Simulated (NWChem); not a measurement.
# Correlation energy of HO

```xyz
2

O      0.0000     0.0000     0.1085
H      0.0000     0.0000    -0.8679
```
Charge 0, spin multiplicity 2.

The numbers come from NWChem runs, not from measurements. Structure: optimised with UPBE0/def2-SVP, a minimum by its harmonic frequencies.

Basis set: cc-pVDZ. Each correlation energy counts from its own Hartree-Fock reference.

The correlated methods keep 1 core orbital frozen. The structure started from a generated list of species. The unpaired electrons of the parent sit in orbitals of symmetry b2 (C2v labels of the run); other states weren't searched. No SCF solution was tested for a lower state. Open-shell Hartree-Fock references start from PBE0 orbitals. No row is a measurement; the coupled-cluster row has its own basis-set and correlation limits.

### Question
For the correlation energy, URI-MP2 gives -149.2 mHa and UMP2 gives -149.2 mHa. What do SCS-UMP2, CCSD on UHF, CCSD[T] on UHF give?

### Answer
SCS-UMP2: -147.7 mHa; CCSD on UHF: -164.0 mHa; CCSD[T] on UHF: -165.8 mHa.
